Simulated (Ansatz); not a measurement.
# The cluster Al3B− (doublet): a spread of methods and bases

Aim: run the cluster Al3B− (doublet) under a spread of inputs, and see what each costs and gives.

Computed with Ansatz 0.2.0, Gaussian basis. Level: the settings change from run to run.

1 further run of the same task is left out (set aside as unsound or not needed). Runs told in other sessions of the task aren't counted.

## Step 1: The molecule

The structure was relaxed beforehand with B3LYP-D4 in a triple-zeta def2 set.

4 atoms, charge -1, spin multiplicity 2.

Atoms are counted from 1 here; the program's logs count them from 0.

Bond lengths: B1–Al2 2.056 Å, B1–Al3 1.977 Å, B1–Al4 2.056 Å. Angles: Al2–B1–Al3 111.5°, Al2–B1–Al4 128.9°, Al3–B1–Al4 110.6°.

Coordinates:

```xyz
4
charge -1, multiplicity 2
B     1.3854    0.4365   -0.7177
Al    2.1628   -1.1367   -1.7899
Al   -0.0762   -0.1517    0.4760
Al    1.0958    2.3845   -1.3094
```

## Step 2: r2SCAN50/ANO-RCC-VTZP

Options: atoms shaken by 0.03 Å, D4 dispersion.

Contents of in.yaml:

```yaml
crystal:
  periodic: [false, false, false]
  atoms:
    - {symbol: B, position_ang: [1.374035, 0.490555, -0.711019]}
    - {symbol: Al, position_ang: [2.165227, -1.156170, -1.806810]}
    - {symbol: Al, position_ang: [-0.101942, -0.127593, 0.474766]}
    - {symbol: Al, position_ang: [1.127263, 2.346044, -1.259092]}
basis:
  gaussian: {orbitals: ANO-RCC-VTZP}
total_charge: -1
magnetization: {spin_polarized: true, initial_magnetization: 1}
hamiltonian: {xc: {name: r2SCAN50}, dispersion: d4}
```

Started as:

```sh
$ ansatz run in.yaml --threads 4 --pin off --events-out ev --progress --plain --max-ram 3916MiB
```

The log of the run:

```text
Functional definition: r2SCAN50
  name "r2SCAN50"
  cite "Bursch, Neugebauer, Ehlert & Grimme, J. Chem. Phys. 156, 134105 (2022) doi:10.1063/5.0086040"
  cite "Furness, Kaplan, Ning, Perdew & Sun, J. Phys. Chem. Lett. 11, 8208 (2020) doi:10.1021/acs.jpclett.0c02405"
  cite "Furness, Kaplan, Ning, Perdew & Sun, J. Phys. Chem. Lett. 11, 9248 (2020) doi:10.1021/acs.jpclett.0c03077"
  parent r2scan
  parameter a = 0.5
  parameter k0 = 0.174
  parameter k1 = 0.065
  parameter a1 = 4.9479
  exchange = (1 - a)*r2scan_x(k0 = k0, k1 = k1, a1 = a1) + a*exact_x
  correlation = r2scan_c
1566 factors; their error is unknown
mean field evaluation 1: about -20496.9256 eV, gradient 1.4e1 eV
mean field evaluation 2: about -20495.6567 eV, gradient 1.8e1 eV
mean field evaluation 4: about -20498.3308 eV, gradient 1.0e0 eV
mean field evaluation 8: about -20498.3679 eV, gradient 1.5e-1 eV
mean field evaluation 16: about -20498.3779 eV, gradient 3.8e-2 eV
mean field evaluation 32: about -20498.3794 eV, gradient 2.1e-3 eV
mean field evaluation 64: about -20498.3794 eV, gradient 1.8e-5 eV
mean field -20498.37944632 eV, -753.3015503518 hartree, gradient 1.1e-5 eV, S^2 0.894959; 6 other end points of the search recorded, 0 dependent functions left out
reference -20498.37946362 eV, -753.3015509875 hartree; 23, 22 occupied and 109, 110 virtual orbitals, 1566 factors
Total energy: -20498.46002020 eV, -753.3045113872 hartree
Relativity: scalar
```

Wall time 28 s (4 threads of Arm Neoverse V1, shared host); peak memory 0.73 GiB.

⟨S²⟩ 0.895. The spin excess of 0.14 shows a contaminated determinant.

## Step 3: r2SCAN0/cc-pVTZ-DK

This run has atoms shaken by 0.03 Å, the search for lower states set to full.

Contents of in.yaml:

```yaml
crystal:
  periodic: [false, false, false]
  atoms:
    - {symbol: B, position_ang: [1.394969, 0.454457, -0.658672]}
    - {symbol: Al, position_ang: [2.138136, -1.158798, -1.790809]}
    - {symbol: Al, position_ang: [-0.043134, -0.137775, 0.547617]}
    - {symbol: Al, position_ang: [1.065119, 2.375168, -1.259116]}
basis:
  gaussian: {orbitals: cc-pVTZ-DK}
total_charge: -1
magnetization: {spin_polarized: true, initial_magnetization: 1}
hamiltonian: {xc: {name: r2SCAN0}}
scf: {lower_state_search: full}
```

Launched as before.

The log of the run, shortened:

```text
Functional definition: r2SCAN0
  name "r2SCAN0"
  cite "Bursch, Neugebauer, Ehlert & Grimme, J. Chem. Phys. 156, 134105 (2022) doi:10.1063/5.0086040"
  cite "Furness, Kaplan, Ning, Perdew & Sun, J. Phys. Chem. Lett. 11, 8208 (2020) doi:10.1021/acs.jpclett.0c02405"
  cite "Furness, Kaplan, Ning, Perdew & Sun, J. Phys. Chem. Lett. 11, 9248 (2020) doi:10.1021/acs.jpclett.0c03077"
  parent r2scan
[...]
1074 factors; their error is unknown
[...]
mean field -20498.85597159 eV, -753.3190623323 hartree, gradient 1.3e-5 eV, S^2 0.861054; 10 other end points of the search recorded, 0 dependent functions left out
reference -20498.85598359 eV, -753.3190627734 hartree; 23, 22 occupied and 109, 110 virtual orbitals, 1074 factors
Total energy: -20498.85598359 eV, -753.3190627734 hartree
Relativity: scalar
```

It took 40 s on 4 threads of Arm Neoverse V1, shared host; peak memory 0.59 GiB.

⟨S²⟩ 0.861. The spin excess of 0.11 shows a contaminated determinant.

## Step 4: B3LYP5/def2-mTZVP

Set apart from the defaults: atoms shaken by 0.15 Å, a point charge of -1.00 e beside it.

Contents of in.yaml:

```yaml
crystal:
  periodic: [false, false, false]
  atoms:
    - {symbol: B, position_ang: [1.332993, 0.494849, -0.776168]}
    - {symbol: Al, position_ang: [1.905615, -1.205148, -1.776986]}
    - {symbol: Al, position_ang: [-0.036989, -0.117850, 0.884082]}
    - {symbol: Al, position_ang: [0.988090, 2.527252, -1.489796]}
basis:
  gaussian: {orbitals: def2-mTZVP, point_charges: [{charge: -1.00, position_ang: [5.772, 0.667, 0.783]}]}
total_charge: -1
magnetization: {spin_polarized: true, initial_magnetization: 1}
hamiltonian: {xc: {name: B3LYP5}}
scf: {omitted_lower_state_checks: [starts]}
```

The command is unchanged.

The log of the run, shortened:

```text
Functional definition: B3LYP5
  name "B3LYP5"
  cite "Stephens, Devlin, Chabalowski & Frisch, J. Phys. Chem. 98, 11623 (1994) doi:10.1021/j100096a001"
  cite "Becke, Phys. Rev. A 38, 3098 (1988) doi:10.1103/PhysRevA.38.3098"
  cite "Lee, Yang & Parr, Phys. Rev. B 37, 785 (1988) doi:10.1103/PhysRevB.37.785"
  cite "Vosko, Wilk & Nusair, Can. J. Phys. 58, 1200 (1980) doi:10.1139/p80-159"
[...]
749 factors; integrals over basis functions are off by at most 6.4e-4 eV
[...]
mean field -20459.77144989 eV, -751.8827326524 hartree, gradient 8.9e-6 eV, S^2 0.762444; 0 other end points of the search recorded, 0 dependent functions left out
reference -20459.77165667 eV, -751.8827402513 hartree; 23, 22 occupied and 62, 63 virtual orbitals, 749 factors
Total energy: -20459.77165667 eV, -751.8827402513 hartree
Checks for a lower state left out: starts
```

Wall time 2.4 s (4 threads of Arm Neoverse V1, shared host).

⟨S²⟩ 0.762.

## Step 5: wB97X/STO-3G

Set apart from the defaults: a point charge of -1.00 e beside it, high accuracy.

Contents of in.yaml:

```yaml
crystal:
  periodic: [false, false, false]
  atoms:
    - {symbol: B, position_ang: [1.385439, 0.436459, -0.717701]}
    - {symbol: Al, position_ang: [2.162777, -1.136707, -1.789921]}
    - {symbol: Al, position_ang: [-0.076242, -0.151655, 0.476014]}
    - {symbol: Al, position_ang: [1.095827, 2.384503, -1.309392]}
basis:
  gaussian: {orbitals: STO-3G, point_charges: [{charge: -1.00, position_ang: [6.860, -0.086, -0.409]}]}
total_charge: -1
magnetization: {spin_polarized: true, initial_magnetization: 1}
hamiltonian: {xc: {name: wB97X}}
accuracy: high
scf: {omitted_lower_state_checks: [starts]}
```

Launched as before.

The log of the run, shortened:

```text
Functional definition: wB97X
  name "wB97X"
  cite "Chai & Head-Gordon, J. Chem. Phys. 128, 084106 (2008) doi:10.1063/1.2834918"
  cite "Becke, J. Chem. Phys. 107, 8554 (1997) doi:10.1063/1.475007"
[...]
  # The coefficients of nought are those of the uniform gas.
[...]
      + exact_x_lr(omega)
[...]
      + integral(e_c_pw_opposite_spin*poly(b97_u_opposite, 1, cos1, cos2, cos3, cos4))
[...]
603 factors; integrals over basis functions are off by at most 4.3e-9 eV
208 factors; integrals over basis functions are off by at most 1.5e-9 eV
[...]
mean field -20201.59401133 eV, -742.3948867841 hartree, gradient 5.8e-8 eV, S^2 0.756628; 0 other end points of the search recorded, 0 dependent functions left out
reference -20201.59400924 eV, -742.3948867075 hartree; 23, 22 occupied and 9, 10 virtual orbitals, 603 factors
Total energy: -20201.59400924 eV, -742.3948867075 hartree
Checks for a lower state left out: starts
```

Run time: 5 s. Hardware: 4 threads of Arm Neoverse V1, shared host; peak memory 0.58 GiB.

⟨S²⟩ 0.757.

## Step 6: The runs in one table

```tsv
level	charge	multiplicity	geometry	functions	energy (eV)	time
r2SCAN50/ANO-RCC-VTZP	-1	2	shaken	132	-20498.460	28 s
r2SCAN0/cc-pVTZ-DK	-1	2	shaken	132	-20498.856	40 s
B3LYP5/def2-mTZVP	-1	2	shaken, point charge	85	-20459.772	2.4 s
wB97X/STO-3G	-1	2	relaxed, point charge	32	-20201.594	5 s
```

## Step 7: What came out

| quantity | value |
| --- | --- |
| runs | 4 |
| quickest | B3LYP5/def2-mTZVP, 2.4 s |
| slowest | r2SCAN0/cc-pVTZ-DK, 40 s |

What this shows: The runs differ in state or geometry as well as level, so their energies can't be set against each other. Run time spans a factor of 16, from B3LYP5/def2-mTZVP to r2SCAN0/cc-pVTZ-DK. The jobs differ in tasks and options as well as level.
